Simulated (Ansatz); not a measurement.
A trace of molecular dynamics of CHNO (4 atoms, charge 0, multiplicity 1).

These are results of Ansatz, UKS B3LYP/cc-pVDZ, not measurements.

```json
{
  "ensemble": "NVE (velocity Verlet)",
  "starting velocities drawn for": "500 K",
  "masses": "H 10 u",
  "seed": "158161"
}
```

```
time (fs)  T (K)  potential energy less start (eV)  conserved less start (meV/atom)
      0.0    500                             0.000                             0.00
      3.0    283                             0.056                             0.05
      6.0     90                             0.107                             0.11
      9.0    265                             0.061                             0.03
     12.0    299                             0.052                             0.04
     15.0    212                             0.075                             0.07
     18.0    202                             0.077                             0.06
     21.0    203                             0.077                             0.06
     24.0    212                             0.075                             0.07
     27.0    311                             0.049                             0.07
     30.0    444                             0.015                             0.02
     33.0    289                             0.055                             0.04
     36.0     54                             0.116                             0.11
     39.0    200                             0.078                             0.05
     42.0    354                             0.038                             0.02
     45.0    220                             0.073                             0.07
     48.0    126                             0.097                             0.09
     51.0    239                             0.068                             0.06
     54.0    341                             0.041                             0.04
     57.0    333                             0.043                             0.06
     60.0    333                             0.043                             0.05
     63.0    276                             0.058                             0.03
     66.0     91                             0.106                             0.09
     69.0    153                             0.090                             0.07
     72.0    347                             0.040                             0.01
     75.0    253                             0.064                             0.06
```

Problem. Can this run be trusted? Judge the integration.

Solution. The conserved energy stayed within 0.11 meV per atom of its start (net change 0.059 meV per atom), so the integration is sound. The temperature averaged 0.50 of the 500 K drawn at the start: a run that starts near a minimum puts about half its kinetic energy into the potential. A run of 0.075 ps of so small a system gives no equilibrium averages. The time step was 0.5 fs.

Run time: 3.1 min on 1 CPU thread of a shared host.
